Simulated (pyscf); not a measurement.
Thermochemistry of product channels of H₃Si–NH–SiH₃ (SMILES [SiH3]N[SiH3]) + NH₂• (SMILES [NH2]) on the doublet surface, in eV, from ωB97M-D3(BJ)/def2-TZVP energies (ideal gas, 1 atm, RRHO with modes under 100 cm⁻¹ raised to 100, one conformer, R ln 2 for chiral ones without a mode under 150 cm⁻¹). Optimised with ωB97X-D3(BJ)/def2-SVP in PySCF.

| products | ΔE | ΔH(298 K) | ΔG(900 K) | ΔG(1200 K) |
|---|---|---|---|---|
| H₂N–SiH₂–NH–SiH₂• (SMILES N[SiH2]N[SiH2]) + H₂ (SMILES [H][H]) | -1.25 | -1.23 | -1.02 | -0.98 |
| •HN–SiH₂–NH–SiH₃ (SMILES [NH][SiH2]N[SiH3]) + H₂ (SMILES [H][H]) | -0.32 | -0.42 | -0.23 | -0.20 |

These are energies of the channels, which say nothing of barriers.
